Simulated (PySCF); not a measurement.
# C2H2F2 (trans-1,2-difluoroethene): the cost of one run

Computed with PySCF 2.14.0, with density-fitted response routines of our own, on a single molecule in the gas phase. Atoms are numbered from 0 throughout.

## (1) Starting geometry

6 atoms, charge 0, multiplicity 1; geometry from: MMFF94s. The atoms were then displaced at random by about 0.03 Å, so the start is not that level's minimum.

Bonds of the start (Å): F0–C1 1.45, C1–C2 1.37, C2–F3 1.24, C1–H4 1.08, C2–H5 1.04.

## (2) Optimising the geometry at PBE0-D3(BJ)/def2-SVP

What the job is given:

```
{"job": {"xc": "PBE0", "basis": "def2-SVP", "d3": "d3bj", "grid": 1, "shake": 0.03, "kind": "geom"}, "charge": 0, "multiplicity": 1}
F      1.707470    -0.766270     0.029650
C      0.616550     0.181390    -0.017450
C     -0.694190    -0.201930    -0.014980
F     -1.546550     0.696370    -0.027670
H      0.981520     1.192870    -0.083460
H     -1.001690    -1.198450     0.044650
```

On the command line:

```sh
> OMP_NUM_THREADS=1 python probes_run.py task.json out
```

The driver reads the jobs from task.json and runs them one after another.

**Question.** How long does this first job take on 1 thread of Arm Neoverse N1, shared host, and how much memory does it need?

About 15 s, with a peak of 0.28 GiB.
